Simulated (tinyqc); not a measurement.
Inside a calculation (part 1 of 2). Method: G0W0 on RHF in the sto-3g basis, for H2O, spin multiplicity 1. Computed by tinyqc, a small Python program that keeps every step (integrals from PySCF). Settings: charge = 0, multiplicity = 1, basis = sto-3g, method = RHF, energy threshold = 1e-10, iteration cap = 75, orthogonalisation = symmetric, start = core, DIIS depth = 6. Command: `OMP_NUM_THREADS=1 python tinyqc.py 23831 23832 out.jsonl` (the two numbers bound the seeds that draw the settings). One thread of a shared host (Intel(R) Xeon(R) Processor @ 2.60GHz), about 0.06 s of CPU time with the checks. Later iterations appear only in the table of the cycle.

## One-electron integrals

Geometry (angstrom):
```
atom         x          y         z
O     0.000000   0.000000  0.000000
H     0.000000   0.947000  0.677000
H     0.000000  -0.993000  0.710000
```

Basis sto-3g: exponents (1/bohr^2) and contraction coefficients of normalised primitives:
```
element  l (shell)    exponent  coefficient
O            s (1)  130.709320     0.154329
O            s (1)   23.808861     0.535328
O            s (1)    6.443608     0.444635
O            s (2)    5.033151    -0.099967
O            s (2)    1.169596     0.399513
O            s (2)    0.380389     0.700115
O            p (3)    5.033151     0.155916
O            p (3)    1.169596     0.607684
O            p (3)    0.380389     0.391957
H            s (1)    3.425251     0.154329
H            s (1)    0.623914     0.535328
H            s (1)    0.168855     0.444635
```

Overlap, kinetic and nuclear-attraction integrals over the contracted functions; the nuclear repulsion is the sum of Za Zb / Rab.

nuclear repulsion = 7.37734183 hartree

overlap S, order 1O 1s, 1O 2s, 1O 2px, 1O 2py, 1O 2pz, 2H 1s, 3H 1s:
```
[[1.000000, 0.236704, 0.000000, 0.000000, 0.000000, 0.032991, 0.028887],
 [0.236704, 1.000000, 0.000000, 0.000000, 0.000000, 0.349918, 0.319897],
 [0.000000, 0.000000, 1.000000, 0.000000, 0.000000, 0.000000, 0.000000],
 [0.000000, 0.000000, 0.000000, 1.000000, 0.000000, 0.257098, -0.239514],
 [0.000000, 0.000000, 0.000000, 0.000000, 1.000000, 0.183796, 0.171254],
 [0.032991, 0.349918, 0.000000, 0.257098, 0.183796, 1.000000, 0.131389],
 [0.028887, 0.319897, 0.000000, -0.239514, 0.171254, 0.131389, 1.000000]]
```

kinetic energy T (hartree), order 1O 1s, 1O 2s, 1O 2px, 1O 2py, 1O 2pz, 2H 1s, 3H 1s:
```
[[29.003200, -0.168011, 0.000000, 0.000000, 0.000000, -0.008922, -0.008680],
 [-0.168011, 0.808128, 0.000000, 0.000000, 0.000000, 0.050682, 0.035969],
 [0.000000, 0.000000, 2.528731, 0.000000, 0.000000, 0.000000, 0.000000],
 [0.000000, 0.000000, 0.000000, 2.528731, 0.000000, 0.122877, -0.100598],
 [0.000000, 0.000000, 0.000000, 0.000000, 2.528731, 0.087843, 0.071928],
 [-0.008922, 0.050682, 0.000000, 0.122877, 0.087843, 0.760032, -0.009276],
 [-0.008680, 0.035969, 0.000000, -0.100598, 0.071928, -0.009276, 0.760032]]
```

nuclear attraction V (hartree), order 1O 1s, 1O 2s, 1O 2px, 1O 2py, 1O 2pz, 2H 1s, 3H 1s:
```
[[-61.506531, -7.393291, 0.000000, -0.000774, -0.011655, -1.054118, -0.922262],
 [-7.393291, -9.937538, 0.000000, -0.008932, -0.144334, -2.628320, -2.365064],
 [0.000000, 0.000000, -9.815607, 0.000000, 0.000000, 0.000000, 0.000000],
 [-0.000774, -0.008932, 0.000000, -9.912613, -0.004314, -1.695381, 1.544210],
 [-0.011655, -0.144334, 0.000000, -0.004314, -9.865191, -1.245443, -1.136419],
 [-1.054118, -2.628320, 0.000000, -1.695381, -1.245443, -5.077343, -0.739290],
 [-0.922262, -2.365064, 0.000000, 1.544210, -1.136419, -0.739290, -4.922667]]
```

core Hamiltonian H = T + V (hartree), order 1O 1s, 1O 2s, 1O 2px, 1O 2py, 1O 2pz, 2H 1s, 3H 1s:
```
[[-32.503331, -7.561302, 0.000000, -0.000774, -0.011655, -1.063040, -0.930942],
 [-7.561302, -9.129410, 0.000000, -0.008932, -0.144334, -2.577638, -2.329095],
 [0.000000, 0.000000, -7.286876, 0.000000, 0.000000, 0.000000, 0.000000],
 [-0.000774, -0.008932, 0.000000, -7.383882, -0.004314, -1.572504, 1.443611],
 [-0.011655, -0.144334, 0.000000, -0.004314, -7.336460, -1.157600, -1.064491],
 [-1.063040, -2.577638, 0.000000, -1.572504, -1.157600, -4.317311, -0.748566],
 [-0.930942, -2.329095, 0.000000, 1.443611, -1.064491, -0.748566, -4.162635]]
```

## Two-electron integrals

Functions are numbered as in S; the eight-fold symmetry (ij|kl) = (ji|kl) = (kl|ij) leaves the list below.

Two-electron integrals (ij|kl) in chemists' order, unique and non-zero (hartree):
```
(11|11) 4.785065    (21|11) 0.741380    (21|21) 0.136873    (22|11) 1.118947
(22|21) 0.256633    (22|22) 0.817206    (31|31) 0.024477    (32|31) 0.037809
(32|32) 0.180518    (33|11) 1.115814    (33|21) 0.256684    (33|22) 0.817023
(33|33) 0.880159    (41|41) 0.024477    (42|41) 0.037809    (42|42) 0.180518
(43|43) 0.047444    (44|11) 1.115814    (44|21) 0.256684    (44|22) 0.817023
(44|33) 0.785270    (44|44) 0.880159    (51|51) 0.024477    (52|51) 0.037809
(52|52) 0.180518    (53|53) 0.047444    (54|54) 0.047444    (55|11) 1.115814
(55|21) 0.256684    (55|22) 0.817023    (55|33) 0.785270    (55|44) 0.785270
(55|55) 0.880159    (61|11) 0.104503    (61|21) 0.019149    (61|22) 0.035739
(61|33) 0.035670    (61|41) 0.000707    (61|42) 0.001336    (61|44) 0.035812
(61|51) 0.000506    (61|52) 0.000955    (61|54) 0.000102    (61|55) 0.035742
(61|61) 0.002713    (62|11) 0.278526    (62|21) 0.064789    (62|22) 0.231438
(62|33) 0.227333    (62|41) 0.003956    (62|42) 0.031443    (62|44) 0.235331
(62|51) 0.002828    (62|52) 0.022478    (62|54) 0.005718    (62|55) 0.231420
(62|61) 0.009259    (62|62) 0.084205    (63|31) 0.006476    (63|32) 0.038791
(63|43) 0.006368    (63|53) 0.004553    (63|63) 0.011427    (64|11) 0.171608
(64|21) 0.040404    (64|22) 0.154103    (64|33) 0.147272    (64|41) 0.008622
(64|42) 0.058389    (64|44) 0.165024    (64|51) 0.001534    (64|52) 0.014010
(64|54) 0.008138    (64|55) 0.149836    (64|61) 0.006004    (64|62) 0.068174
(64|64) 0.066000    (65|11) 0.122681    (65|21) 0.028885    (65|22) 0.110167
(65|33) 0.105283    (65|41) 0.001534    (65|42) 0.014010    (65|44) 0.108869
(65|51) 0.007573    (65|52) 0.048807    (65|54) 0.008932    (65|55) 0.116221
(65|61) 0.004292    (65|62) 0.048737    (65|64) 0.039014    (65|65) 0.039317
(66|11) 0.446993    (66|21) 0.105635    (66|22) 0.434698    (66|33) 0.418036
(66|41) 0.007675    (66|42) 0.086009    (66|44) 0.450766    (66|51) 0.005487
(66|52) 0.061487    (66|54) 0.023399    (66|55) 0.434763    (66|61) 0.015192
(66|62) 0.207698    (66|64) 0.191947    (66|65) 0.137221    (66|66) 0.774606
(71|11) 0.091449    (71|21) 0.016760    (71|22) 0.031291    (71|33) 0.031231
(71|41) -0.000611   (71|42) -0.001156   (71|44) 0.031354    (71|51) 0.000437
(71|52) 0.000827    (71|54) -0.000087   (71|55) 0.031294    (71|61) 0.002336
(71|62) 0.007838    (71|64) 0.004691    (71|65) 0.003636    (71|66) 0.012760
(71|71) 0.002078    (72|11) 0.250577    (72|21) 0.058315    (72|22) 0.209153
(72|33) 0.205415    (72|41) -0.003548   (72|42) -0.028573   (72|44) 0.212697
(72|51) 0.002537    (72|52) 0.020430    (72|54) -0.005206   (72|55) 0.209138
(72|61) 0.008057    (72|62) 0.059473    (72|64) 0.033671    (72|65) 0.033454
(72|66) 0.117221    (72|71) 0.007295    (72|72) 0.069622    (73|31) 0.005748
(73|32) 0.034730    (73|43) -0.005738   (73|53) 0.004103    (73|63) 0.007671
(73|73) 0.009309    (74|11) -0.156621   (74|21) -0.036886   (74|22) -0.141284
(74|33) -0.135079   (74|41) 0.007693    (74|42) 0.052719    (74|44) -0.151171
(74|51) -0.001390   (74|52) -0.012862   (74|54) 0.007404    (74|55) -0.137439
(74|61) -0.004894   (74|62) -0.034361   (74|64) -0.012285   (74|65) -0.018970
(74|66) -0.062893   (74|71) -0.004790   (74|72) -0.057223   (74|74) 0.055828
(75|11) 0.111985    (75|21) 0.026374    (75|22) 0.101019    (75|33) 0.096582
(75|41) -0.001390   (75|42) -0.012862   (75|44) 0.099883    (75|51) 0.006742
(75|52) 0.043927    (75|54) -0.008098   (75|55) 0.106475    (75|61) 0.003789
(75|62) 0.033809    (75|64) 0.018821    (75|65) 0.026410    (75|66) 0.072392
(75|71) 0.003425    (75|72) 0.040915    (75|74) -0.033262   (75|75) 0.033091
(76|11) 0.073832    (76|21) 0.017341    (76|22) 0.067568    (76|33) 0.066026
(76|41) -0.000013   (76|42) -0.000179   (76|44) 0.067445    (76|51) 0.001175
(76|52) 0.011308    (76|54) -0.000041   (76|55) 0.069161    (76|61) 0.002448
(76|62) 0.024223    (76|64) 0.017082    (76|65) 0.015819    (76|66) 0.062518
(76|71) 0.002144    (76|72) 0.022248    (76|74) -0.016089   (76|75) 0.014723
(76|76) 0.008990    (77|11) 0.427723    (77|21) 0.101114    (77|22) 0.418038
(77|33) 0.402477    (77|41) -0.007109   (77|42) -0.081104   (77|44) 0.433046
(77|51) 0.005083    (77|52) 0.057990    (77|54) -0.021857   (77|55) 0.418105
(77|61) 0.013952    (77|62) 0.124908    (77|64) 0.065939    (77|65) 0.076124
(77|66) 0.271583    (77|71) 0.012717    (77|72) 0.185316    (77|74) -0.173993
(77|75) 0.124406    (77|76) 0.062518    (77|77) 0.774606
```

## Orthogonalisation

S = U s U^T; symmetric (Loewdin) form X = U s^(-1/2) U^T, so that X^T S X = 1.

eigenvalues of S: [0.486759, 0.580323, 0.890927, 1.000000, 1.097223, 1.290801, 1.653967]

X, order 1O 1s, 1O 2s, 1O 2px, 1O 2py, 1O 2pz, 2H 1s, 3H 1s:
```
[[1.023302, -0.133627, 0.000000, -0.000659, -0.005633, 0.017885, 0.016365],
 [-0.133627, 1.121049, 0.000000, 0.007251, 0.051260, -0.199276, -0.175488],
 [0.000000, 0.000000, 1.000000, 0.000000, 0.000000, 0.000000, 0.000000],
 [-0.000659, 0.007251, 0.000000, 1.058201, 0.003372, -0.158556, 0.145159],
 [-0.005633, 0.051260, 0.000000, 0.003372, 1.026510, -0.102504, -0.092148],
 [0.017885, -0.199276, 0.000000, -0.158556, -0.102504, 1.103259, -0.044353],
 [0.016365, -0.175488, 0.000000, 0.145159, -0.092148, -0.044353, 1.085555]]
```

## Starting guess

The start is the orbitals of the core Hamiltonian; D = 2 C_occ C_occ^T.

D at the start, order 1O 1s, 1O 2s, 1O 2px, 1O 2py, 1O 2pz, 2H 1s, 3H 1s:
```
[[2.127587, -0.553566, 0.000000, -0.003565, -0.028834, 0.060397, 0.053947],
 [-0.553566, 2.398265, 0.000000, 0.022110, 0.162895, -0.257073, -0.228322],
 [0.000000, 0.000000, 2.000000, 0.000000, 0.000000, 0.000000, 0.000000],
 [-0.003565, 0.022110, 0.000000, 2.202072, 0.011209, -0.265673, 0.243421],
 [-0.028834, 0.162895, 0.000000, 0.011209, 2.092159, -0.171375, -0.155708],
 [0.060397, -0.257073, 0.000000, -0.265673, -0.171375, 0.070256, 0.005486],
 [0.053947, -0.228322, 0.000000, 0.243421, -0.155708, 0.005486, 0.058708]]
```

## Iteration 1: building the Fock matrix

J_ij = sum D_kl (ij|kl), K_ij = sum D_kl (ik|jl); F = H + J - 0.5 K; E = tr D H + tr D J / 2 - 0.25 tr D K + E_nn.

Coulomb J (hartree), order 1O 1s, 1O 2s, 1O 2px, 1O 2py, 1O 2pz, 2H 1s, 3H 1s:
```
[[18.644391, 3.557107, 0.000000, 0.000296, 0.002912, 0.497997, 0.435903],
 [3.557107, 8.828068, 0.000000, -0.000245, -0.000317, 2.415124, 2.180865],
 [0.000000, 0.000000, 8.822234, 0.000000, 0.000000, 0.000000, 0.000000],
 [0.000296, -0.000245, 0.000000, 8.818588, -0.000395, 1.576624, -1.445039],
 [0.002912, -0.000317, 0.000000, -0.000395, 8.819980, 1.126168, 1.032148],
 [0.497997, 2.415124, 0.000000, 1.576624, 1.126168, 4.350621, 0.687962],
 [0.435903, 2.180865, 0.000000, -1.445039, 1.032148, 0.687962, 4.183385]]
```

exchange K (hartree), order 1O 1s, 1O 2s, 1O 2px, 1O 2py, 1O 2pz, 2H 1s, 3H 1s:
```
[[9.846510, 1.719164, 0.000000, 0.000117, 0.001119, 0.255075, 0.223822],
 [1.719164, 2.868773, 0.000000, 0.000020, 0.004777, 0.677338, 0.609333],
 [0.000000, 0.000000, 2.365223, 0.000000, 0.000000, 0.000000, 0.000000],
 [0.000117, 0.000020, 0.000000, 2.364654, -0.000690, 0.329118, -0.300914],
 [0.001119, 0.004777, 0.000000, -0.000690, 2.363751, 0.234752, 0.214008],
 [0.255075, 0.677338, 0.000000, 0.329118, 0.234752, 0.261645, 0.129548],
 [0.223822, 0.609333, 0.000000, -0.300914, 0.214008, 0.129548, 0.216407]]
```

Fock matrix F (hartree), order 1O 1s, 1O 2s, 1O 2px, 1O 2py, 1O 2pz, 2H 1s, 3H 1s:
```
[[-18.782195, -4.863777, 0.000000, -0.000536, -0.009303, -0.692581, -0.606950],
 [-4.863777, -1.735728, 0.000000, -0.009187, -0.147040, -0.501183, -0.452896],
 [0.000000, 0.000000, 0.352747, 0.000000, 0.000000, 0.000000, 0.000000],
 [-0.000536, -0.009187, 0.000000, 0.252379, -0.004364, -0.160439, 0.149029],
 [-0.009303, -0.147040, 0.000000, -0.004364, 0.301644, -0.148808, -0.139347],
 [-0.692581, -0.501183, 0.000000, -0.160439, -0.148808, -0.097513, -0.125378],
 [-0.606950, -0.452896, 0.000000, 0.149029, -0.139347, -0.125378, -0.087454]]
```

total energy of this density = -73.31056427 hartree

## Iteration 1: diagonalisation and new density

Diagonalise F' = X^T F X, C = X C', fill 5 alpha and 5 beta electrons from the bottom; D = 2 C_occ C_occ^T. Each column has its largest component positive (the first on a tie).

F' = X^T F X (hartree):
```
[[-18.410048, -2.625054, 0.000000, -0.001747, -0.017719, -0.070372, -0.052302],
 [-2.625054, -0.748596, 0.000000, 0.002626, -0.058070, -0.278511, -0.245171],
 [0.000000, 0.000000, 0.352747, 0.000000, 0.000000, 0.000000, 0.000000],
 [-0.001747, 0.002626, 0.000000, 0.383676, 0.002615, -0.250077, 0.229878],
 [-0.017719, -0.058070, 0.000000, 0.002615, 0.361780, -0.173413, -0.156814],
 [-0.070372, -0.278511, 0.000000, -0.250077, -0.173413, 0.132579, -0.045047],
 [-0.052302, -0.245171, 0.000000, 0.229878, -0.156814, -0.045047, 0.101899]]
```

orbital energies (hartree): [-18.793036, -0.592159, -0.084062, 0.145377, 0.352747, 0.510790, 0.634381]

coefficients C, order 1O 1s, 1O 2s, 1O 2px, 1O 2py, 1O 2pz, 2H 1s, 3H 1s:
```
[[0.993505, -0.228403, -0.000152, -0.148868, 0.000000, -0.062674, -0.017689],
 [0.027429, 0.824927, 0.003041, 0.715110, 0.000000, 0.378093, 0.110417],
 [0.000000, 0.000000, 0.000000, 0.000000, 1.000000, 0.000000, 0.000000],
 [0.000243, 0.009993, -0.446640, -0.036132, 0.000000, -0.173605, 0.966971],
 [0.002271, 0.151065, 0.002619, -0.467808, 0.000000, 0.899936, 0.154369],
 [-0.004960, 0.210593, -0.534435, -0.522752, 0.000000, -0.433934, -0.709409],
 [-0.004444, 0.194760, 0.590507, -0.517236, 0.000000, -0.604706, 0.470288]]
```

D after iteration 1, order 1O 1s, 1O 2s, 1O 2px, 1O 2py, 1O 2pz, 2H 1s, 3H 1s:
```
[[2.122764, -0.535244, 0.000000, 0.006810, 0.074787, 0.049747, 0.056022],
 [-0.535244, 2.385296, 0.000000, -0.037892, -0.419693, -0.403726, -0.415089],
 [0.000000, 0.000000, 2.000000, 0.000000, 0.000000, 0.000000, 0.000000],
 [0.006810, -0.037892, 0.000000, 0.401786, 0.034487, 0.519383, -0.486221],
 [0.074787, -0.419693, 0.000000, 0.034487, 0.483354, 0.549901, 0.545849],
 [0.049747, -0.403726, 0.000000, 0.519383, 0.549901, 1.206531, -0.008328],
 [0.056022, -0.415089, 0.000000, -0.486221, 0.545849, -0.008328, 1.308365]]
```

## Iteration 9 (converged): orbitals

converged F (hartree), order 1O 1s, 1O 2s, 1O 2px, 1O 2py, 1O 2pz, 2H 1s, 3H 1s:
```
[[-20.262528, -5.164027, 0.000000, -0.000955, -0.023166, -0.733865, -0.643175],
 [-5.164027, -2.393578, 0.000000, -0.008511, -0.047684, -0.715271, -0.649321],
 [0.000000, 0.000000, -0.385595, 0.000000, 0.000000, 0.000000, 0.000000],
 [-0.000955, -0.008511, 0.000000, -0.193946, -0.010228, -0.349349, 0.330186],
 [-0.023166, -0.047684, 0.000000, -0.010228, -0.237574, -0.292553, -0.279130],
 [-0.733865, -0.715271, 0.000000, -0.349349, -0.292553, -0.362061, -0.173428],
 [-0.643175, -0.649321, 0.000000, 0.330186, -0.279130, -0.173428, -0.320252]]
```

As before.

F' = X^T F X (hartree):
```
[[-19.890477, -2.677515, 0.000000, -0.002423, -0.047863, -0.067895, -0.049302],
 [-2.677515, -1.348108, 0.000000, 0.006109, 0.087918, -0.366182, -0.328917],
 [0.000000, 0.000000, -0.385595, 0.000000, 0.000000, 0.000000, 0.000000],
 [-0.002423, 0.006109, 0.000000, -0.006383, -0.001576, -0.375445, 0.354642],
 [-0.047863, 0.087918, 0.000000, -0.001576, -0.142369, -0.276376, -0.260583],
 [-0.067895, -0.366182, 0.000000, -0.375445, -0.276376, -0.033586, -0.047071],
 [-0.049302, -0.328917, 0.000000, 0.354642, -0.260583, -0.047071, -0.041275]]
```

orbital energies (hartree): [-20.270582, -1.180873, -0.514889, -0.412921, -0.385595, 0.395515, 0.521552]

coefficients C, order 1O 1s, 1O 2s, 1O 2px, 1O 2py, 1O 2pz, 2H 1s, 3H 1s:
```
[[0.994578, -0.243487, 0.010953, 0.083415, 0.000000, 0.098357, -0.019974],
 [0.023055, 0.915449, -0.056615, -0.423455, 0.000000, -0.558382, 0.122090],
 [0.000000, 0.000000, 0.000000, 0.000000, 1.000000, 0.000000, 0.000000],
 [0.000231, 0.008815, 0.601970, -0.041134, 0.000000, 0.138341, 0.884754],
 [0.002508, 0.061757, 0.053008, 0.744888, 0.000000, -0.706743, 0.120077],
 [-0.004158, 0.140038, 0.475290, 0.315483, 0.000000, 0.563788, -0.794928],
 [-0.003701, 0.124555, -0.435080, 0.388367, 0.000000, 0.762379, 0.551497]]
```

D after iteration 9, order 1O 1s, 1O 2s, 1O 2px, 1O 2py, 1O 2pz, 2H 1s, 3H 1s:
```
[[2.111100, -0.471825, 0.000000, 0.002492, 0.100344, -0.013423, -0.012757],
 [-0.471825, 2.042196, 0.000000, -0.017175, -0.523669, -0.064799, -0.051771],
 [0.000000, 0.000000, 2.000000, 0.000000, 0.000000, 0.000000, 0.000000],
 [0.002492, -0.017175, 0.000000, 0.728276, 0.003628, 0.548733, -0.553567],
 [0.100344, -0.523669, 0.000000, 0.003628, 1.122975, 0.537664, 0.547820],
 [-0.013423, -0.064799, 0.000000, 0.548733, 0.537664, 0.690117, -0.133616],
 [-0.012757, -0.051771, 0.000000, -0.553567, 0.547820, -0.133616, 0.711303]]
```

## Convergence

Stop when the energy changes by less than 1e-10 hartree and every element of the error matrix X^T (F D S - S D F) X is below 3e-06.

Course of the cycle:
```
iteration   E (hartree)     change  largest element of the error matrix
1          -73.31056427          -                             5.10e-01
2          -74.65346038  -1.34e+00                             3.50e-01
3          -74.88831119  -2.35e-01                             6.14e-02
4          -74.89459688  -6.29e-03                             1.67e-02
5          -74.89513126  -5.34e-04                             4.36e-03
6          -74.89519854  -6.73e-05                             5.84e-04
7          -74.89519911  -5.72e-07                             1.56e-05
8          -74.89519911  -6.44e-10                             5.31e-06
9          -74.89519911  -6.49e-11                             6.06e-07
```

PySCF RHF in the same basis = -74.89519911 hartree

Converged in 9 iterations.

## Populations, bond orders and dipole

Mulliken: Z minus the diagonal of D S on the atom; Loewdin: the same with S^(1/2) D S^(1/2); Mayer order: 2 sum_s sum (D(s) S)_ij (D(s) S)_ji over the two atoms.

Charges (e):
```
atom   Mulliken    Loewdin
1O    -0.207437  -0.155713
2H     0.110657   0.082207
3H     0.096780   0.073505
```

Mayer bond orders:
```
pair     order
2-1   0.977380
3-1   0.980259
3-2   0.010375
```

dipole moment about the origin, x y z (debye): [0.000000, 0.039387, 1.387438]
